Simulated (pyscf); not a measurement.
1,1-elimination: `[NH2][Si]([SiH3])([SiH3])[SiH3]` → `[NH2][Si][SiH3]` [singlet] + `[SiH3][SiH3]`

Gas phase, singlet surface, charge 0. Bonds broken: Si2–Si3, Si2–Si4. Bonds formed: Si3–Si4. PySCF, gas phase, ωB97X-D3(BJ)/def2-SVP geometries.

Transition state (Å):

```xyz
16

N      1.7660     0.4413     0.4551
Si     0.1838    -0.0529     0.9565
Si    -0.6601     1.6119    -1.1715
Si    -1.5535     1.7326     1.1597
Si    -0.4299    -1.6571    -0.6700
H      2.3359     1.0669     1.0148
H      2.1845     0.2435    -0.4489
H     -1.9825     1.6498    -1.8574
H      0.2618     0.7814    -2.0006
H     -0.0666     2.9786    -1.0836
H     -2.3188     2.8092     0.4205
H     -2.5926     0.7560     1.5905
H     -0.9000     2.4793     2.2718
H      0.6269    -1.7527    -1.7241
H     -0.5650    -2.9972    -0.0211
H     -1.7322    -1.3335    -1.3276
```

One imaginary mode, 177i cm⁻¹; descent along it reached the two sides named, in the forms told below.

| bond | change | reactant side (Å) | saddle | product side |
|---|---|---|---|---|
| Si2–Si3 | breaks | 2.333 | 2.8 | 3.4 |
| Si2–Si4 | breaks | 2.331 | 2.500 | 3.5 |
| Si3–Si4 | forms | 3.8 | 2.499 | 2.341 |

Electronic energies relative to the reactant's lowest minimum found (kcal/mol):

```csv
level,barrier,reaction energy,reverse barrier
ωB97X-D3(BJ)/def2-TZVP,44.5,+43.5,1.1
PBE/def2-TZVP,39.0,+35.1,3.9
r²SCAN/def2-TZVP,42.4,+39.9,2.5
B3LYP-D3(BJ)/def2-TZVP,43.4,+36.6,6.8
PBE0-D3(BJ)/def2-TZVP,42.1,+41.6,0.5
M06-2X/def2-TZVP,42.5,+35.3,7.3
ωB97M-D3(BJ)/def2-TZVP,42.1,+34.2,7.9
HF/def2-TZVP,60.9,+31.5,29.4
```

With ωB97M-D3(BJ)/def2-TZVP energies and thermal terms (ideal gas, 1 atm, RRHO with modes under 100 cm⁻¹ raised to 100, one conformer, R ln 2 for chiral ones without a mode under 150 cm⁻¹), in kcal/mol:

```json
[
 {"T (K)": "298", "ΔH‡": "41.9", "ΔG‡": "44.6", "ΔH": "+33.1", "ΔG": "+23.4"},
 {"T (K)": "600", "ΔH‡": "41.1", "ΔG‡": "47.6", "ΔH": "+31.9", "ΔG": "+14.1"},
 {"T (K)": "900", "ΔH‡": "40.4", "ΔG‡": "51.0", "ΔH": "+30.6", "ΔG": "+5.5"},
 {"T (K)": "1200", "ΔH‡": "39.8", "ΔG‡": "54.6", "ΔH": "+29.4", "ΔG": "-2.7"}
]
```

On the product side the descent ends in a complex, 6.3 kcal/mol under the separated species and 7.4 kcal/mol under the saddle at ωB97X-D3(BJ)/def2-TZVP. H₂N–Si(SiH₃)(SiH₃)–SiH₃ lies 12.7 kcal/mol over its isomer H₃Si–NH–SiH(SiH₃)–SiH₃ (electronic energy, ωB97M-D3(BJ)). H₂N–Si:–SiH₃ [singlet] lies 11.8 kcal/mol over its isomer :HSi–NH–SiH₃ [singlet] (electronic energy, ωB97M-D3(BJ)). One saddle was located; it need not be the lowest between these sides.
